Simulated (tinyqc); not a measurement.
RKS/BP86 in the sto-3g basis, for BH2+, spin multiplicity 1, step by step. One step of it, computed by the program tinyqc.

Task: Iteration 2: diagonalisation and new density. Diagonalise F' = X^T F X, C = X C', fill 3 alpha and 3 beta electrons from the bottom; D = 2 C_occ C_occ^T. Each column has its largest component positive (the first on a tie).

extrapolated F (hartree), lower triangle:
```
            1B 1s      1B 2s     1B 2px     1B 2py     1B 2pz      2H 1s      3H 1s
1B 1s   -6.662667
1B 2s   -1.991288  -1.113260
1B 2px   0.000000   0.000000  -0.302801
1B 2py   0.000000   0.000000   0.000000  -0.349138
1B 2pz   0.014099   0.016934   0.000000   0.000000  -0.303477
2H 1s   -0.186101  -0.279892   0.000000  -0.219273  -0.110110  -0.371632
3H 1s   -0.186101  -0.279892   0.000000   0.219273  -0.110110  -0.029201  -0.371632
```

X, lower triangle:
```
            1B 1s      1B 2s    1B 2px     1B 2py     1B 2pz      2H 1s     3H 1s
1B 1s    1.030328
1B 2s   -0.151158   1.099059
1B 2px   0.000000   0.000000  1.000000
1B 2py   0.000000   0.000000  0.000000   1.071996
1B 2pz  -0.005255   0.037082  0.000000   0.000000   1.019557
2H 1s    0.019315  -0.159962  0.000000  -0.163790  -0.084826   1.079365
3H 1s    0.019315  -0.159962  0.000000   0.163790  -0.084826  -0.005524  1.079365
```

Give: F' = X^T F X; orbital energies; coefficients C; D after iteration 2.

Result:

F' = X^T F X (hartree), lower triangle:
```
         1        2        3        4        5        6        7
1  -6.4900
2  -1.0382  -0.6736
3   0.0000   0.0000  -0.3028
4   0.0000   0.0000   0.0000  -0.2656
5   0.0003   0.0535   0.0000   0.0000  -0.2798
6   0.0071  -0.1276   0.0000  -0.1446  -0.0748  -0.2760
7   0.0071  -0.1276   0.0000   0.1446  -0.0748  -0.0101  -0.2760
```

orbital energies (hartree): MO1 -6.6699, MO2 -0.5975, MO3 -0.4703, MO4 -0.3586, MO5 -0.3028, MO6 -0.1035, MO7 -0.0612

coefficients C:
```
            MO1      MO2      MO3      MO4     MO5      MO6      MO7
1B 1s    0.9895  -0.2680   0.0000   0.1055  0.0000  -0.1521   0.0000
1B 2s    0.0379   0.8426   0.0000  -0.4078  0.0000   0.6368   0.0000
1B 2px   0.0000   0.0000   0.0000   0.0000  1.0000   0.0000   0.0000
1B 2py   0.0000   0.0000   0.5939   0.0000  0.0000   0.0000   0.9220
1B 2pz  -0.0007  -0.0024   0.0000   0.7792  0.0000   0.6694   0.0000
2H 1s   -0.0057   0.2430   0.4269   0.3343  0.0000  -0.6625  -0.6581
3H 1s   -0.0057   0.2430  -0.4269   0.3343  0.0000  -0.6625   0.6581
```

D after iteration 2, lower triangle:
```
          1B 1s    1B 2s  1B 2px   1B 2py   1B 2pz    2H 1s   3H 1s
1B 1s    2.1019
1B 2s   -0.3767   1.4229
1B 2px   0.0000   0.0000  0.0000
1B 2py   0.0000   0.0000  0.0000   0.7053
1B 2pz  -0.0001  -0.0041  0.0000   0.0000   0.0000
2H 1s   -0.1415   0.4091  0.0000   0.5070  -0.0012   0.4827
3H 1s   -0.1415   0.4091  0.0000  -0.5070  -0.0012  -0.2463  0.4827
```
